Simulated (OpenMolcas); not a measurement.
# Multireference states of ClH⁺

Aim: the low electronic states of ClH⁺, first without spin–orbit coupling and then as Ω levels, at one distance and along the bond.

Program: OpenMolcas 26.06. Level of theory: SA-CASSCF(5,4), XMS-CASPT2, RASSI; ANO-RCC-VTZP. These are calculated values, not measurements.

## Step 1: Input

C2 symmetry about the axis (a holds Σ, Δ, Γ; b holds Π, Φ, H; Σ⁺ and Σ⁻ are not told apart); roots by multiplicity and irrep: 2b 2, 2a 1, 4a 1.

Active shells: Cl 3p, H 1s.

File m.inp:

```
&GATEWAY
Coord
2
angstrom
Cl 0.0 0.0 0.0
H 0.0 0.0 1.3320
Basis=ANO-RCC-VTZP
Group=XY
RX2C
AMFI
ANGMom
0.0 0.0 0.0
RICD
&SEWARD
&GUESSORB
&RASSCF
FileOrb=$CurrDir/o22.orb
Symmetry=2
Spin=2
nActEl=5 0 0
Inactive=4 2
RAS2=2 2
CIRoot=2 2 1
Linear
Iterations=120 100
OrbListing=Nothing
PRWF=0.15
>>COPY $Project.RasOrb $CurrDir/o22.orb
>>COPY $Project.rasscf.h5 $CurrDir/r22.h5
&CASPT2
XMultistate=all
Imaginary=0.2
IPEA=0.25
MaxIter=40
>>COPY $Project.JobMix JOB001
&RASSCF
FileOrb=$CurrDir/o21.orb
Symmetry=1
Spin=2
nActEl=5 0 0
Inactive=4 2
RAS2=2 2
CIRoot=1 1 1
Linear
Iterations=120 100
OrbListing=Nothing
PRWF=0.15
>>COPY $Project.RasOrb $CurrDir/o21.orb
>>COPY $Project.rasscf.h5 $CurrDir/r21.h5
&CASPT2
XMultistate=all
Imaginary=0.2
IPEA=0.25
MaxIter=40
>>COPY $Project.JobMix JOB002
&RASSCF
FileOrb=$CurrDir/o41.orb
Symmetry=1
Spin=4
nActEl=5 0 0
Inactive=4 2
RAS2=2 2
CIRoot=1 1 1
Linear
Iterations=120 100
OrbListing=Nothing
PRWF=0.15
>>COPY $Project.RasOrb $CurrDir/o41.orb
>>COPY $Project.rasscf.h5 $CurrDir/r41.h5
&CASPT2
XMultistate=all
Imaginary=0.2
IPEA=0.25
MaxIter=40
>>COPY $Project.JobMix JOB003
&RASSI
Nr of JobIphs=3 2 1 1
1 2
1
1
SpinOrbit
EJob
Omega
MEES
MESO
Properties=4
'AngMom' 3 'Mltpl  1' 1 'Mltpl  1' 2 'Mltpl  1' 3
Thrs=1.0d-4
>>COPY $Project.rassi.h5 $CurrDir/so.h5
```

Each module block was a call of its own in one work directory; start orbitals came from a preliminary run.

Run with:

```bash
> pymolcas m.inp
```

## Step 2: CASSCF and CASPT2, block by block

Output, in excerpt, shortened:

```text
[...]
      Number of active orbitals                  4
[...]
      Spin quantum number                      0.5
[...]
      Active orbitals                            2   2
[...]
      printout of CI-coefficients larger than  0.15 for root  1
      energy=    -461.106607
      conf/sym  11 22     Coeff  Weight
             7  02 2u   0.99329 0.98663
      printout of CI-coefficients larger than  0.15 for root  2
      energy=    -461.106607
      conf/sym  11 22     Coeff  Weight
             8  02 u2  -0.99329 0.98663
      Natural orbitals and occupation numbers for root  1
      sym 1:   0.025121   1.975340
      sym 2:   1.999540   1.000000
      Natural orbitals and occupation numbers for root  2
      sym 1:   0.025121   1.975340
      sym 2:   1.000000   1.999540
      RASSCF energy for state  2                   -461.10660720
::    RASSCF root number  1 Total energy:   -461.10660720
::    RASSCF root number  2 Total energy:   -461.10660720
[...]
      Number of CSFs                            10
[...]
::    XMS-CASPT2 Root  1     Total energy:   -461.26456864
::    XMS-CASPT2 Root  2     Total energy:   -461.26456864
[...]
      Natural orbitals and occupation numbers for root  1
      sym 1:   0.005116   1.000057
      sym 2:   1.997413   1.997413
      RASSCF energy for state  1                   -460.94531835
::    RASSCF root number  1 Total energy:   -460.94531835
[...]
      Reference weight:           0.94149
[...]
      Natural orbitals and occupation numbers for root  1
      sym 1:   1.000000   2.000000
      sym 2:   1.000000   1.000000
      RASSCF energy for state  1                   -460.81724118
::    RASSCF root number  1 Total energy:   -460.81724118
[...]
      E2 (Variational):          -0.1485361935
      Total energy:            -460.9657773718
[...]
```

Spin-free states (degenerate pairs once); dipoles are positive if H is the positive end, about the centre of mass.

| state | CASSCF root of the same rank (eV) | XMS-CASPT2 (eV) | μ of the rotated CASSCF state (D) |
| --- | --- | --- | --- |
| (1)2Π | 0.00 | 0.000 | 1.71 |
| (1)2Σ | 4.39 | 4.006 | 2.27 |
| (1)4Σ | 7.87 | 8.131 | -0.49 |

State-averaged natural occupations by block (full and empty orbitals left out): 2b: 0.03 1.98 1.50 1.50; 2a: 0.01 1.00 2.00 2.00; 4a: 1.00 1.00 1.00. Reference weights run from 0.941 to 0.951.

## Step 3: Spin–orbit coupling by RASSI

RASSI output, in excerpt, shortened:

```text
[...]
   Eigenvalues of complex Hamiltonian:
  (Shifted by EMIN (a.u.) =       -461.2645686447)
 SO State       Relative EMIN(au)   Rel lowest level(eV)    D:o, cm**(-1)      Omega
     1            -0.0013791824        0.0000000000              0.0000         1.5
     2            -0.0013791824        0.0000000000              0.0000         1.5
     3             0.0013559124        0.0744257214            600.2839         0.5
     4             0.0013559124        0.0744257214            600.2839         0.5
     5             0.1472346069        4.0439872228          32616.9566         0.5
     6             0.1472346069        4.0439872228          32616.9566         0.5
     7             0.2987926411        8.1680914295          65880.1003         0.5
     8             0.2987926411        8.1680914295          65880.1003         0.5
     9             0.2987953398        8.1681648661          65880.6926         1.5
    10             0.2987953398        8.1681648661          65880.6926         1.5
 Weights of the five most important spin-orbit-free states for each spin-orbit state.
 SO State  Total energy (au)           Spin-free states, spin, and weights
    1        -0.001379       1 0.5  0.5000    2 0.5  0.5000    4 1.5  0.0000    3 0.5  0.0000
    2        -0.001379       1 0.5  0.5000    2 0.5  0.5000    4 1.5  0.0000    3 0.5  0.0000
[...]
```

Run time: 5.8 s. Hardware: 1 thread of Intel Xeon 6975P-C (Granite Rapids), shared host.

Levels:

```
  Ω  energy (cm⁻¹)   parentage  f from lowest
3/2              0  100% (1)2Π              0
1/2            600  100% (1)2Π              0
1/2          32617  100% (1)2Σ         0.0031
1/2          65880  100% (1)4Σ              0
3/2          65881  100% (1)4Σ              0
```

## Step 4: Along the bond: spin-free states

The same input was run at the other distances; those logs are left out. Energies in eV from the lowest point of the curves kept. Curves are followed by energy order within each symmetry, so they can change character at crossings; Σ⁺ and Σ⁻ are counted together.

```tsv
R (Å)	(1)2Π	(1)2Σ	(1)4Σ
1.332	0.000	4.006	8.131
1.399	0.085	3.872	7.594
1.465	0.198	3.812	7.143
1.558	0.471	3.812	6.627
1.678	0.904	3.902	6.111
1.865	1.585	4.140	5.545
2.131	2.453	4.540	5.064
2.531	3.410	4.821	4.749
3.064	4.219	4.671	4.645
3.996	4.538	4.658	4.645
```

## Step 5: Along the bond: spin–orbit levels

Energies in eV from the lowest point of the curves kept. Curves are followed by energy order within each symmetry, so they can change character at crossings; levels whose Ω could not be read are left out of the count.

```tsv
R (Å)	(1)Ω=3/2	(1)Ω=1/2	(2)Ω=1/2	(2)Ω=3/2	(3)Ω=1/2
1.332	0.000	0.074	4.044	8.168	8.168
1.399	0.085	0.159	3.910	7.631	7.631
1.465	0.198	0.272	3.850	7.181	7.181
1.558	0.471	0.545	3.850	6.665	6.665
1.678	0.904	0.978	3.940	6.149	6.149
1.865	1.585	1.659	4.178	5.583	5.582
2.131	2.453	2.526	4.578	5.101	5.102
2.531	3.412	3.481	4.786	4.787	4.859
3.064	4.226	4.284	4.683	4.684	4.711
3.996	4.545	4.588	4.683	4.686	4.709
```

All 13 distances took 77 s on 1 thread of Intel Xeon 6975P-C (Granite Rapids), shared host; 3 of them failed the checks on weights, roots and symmetry and are left out.

## Step 6: Outcome

```
                       quantity                 value
         lowest spin-free state                 (1)2Π
           next spin-free state       (1)2Σ, 4.006 eV
                   lowest level  Ω = 3/2, 100 % (1)2Π
                     next level     Ω = 1/2, 600 cm⁻¹
lowering by spin–orbit coupling              303 cm⁻¹
```

**Reading.** At 1.332 Å the lowest computed level has Ω = 3/2 and is 100 % (1)2Π. The levels that stem mainly from (1)2Π spread over 600 cm⁻¹. Only the spin multiplicities and numbers of roots in the input were computed, so the list of states is not complete and the lowest one found need not be the ground state; labels number the states computed.
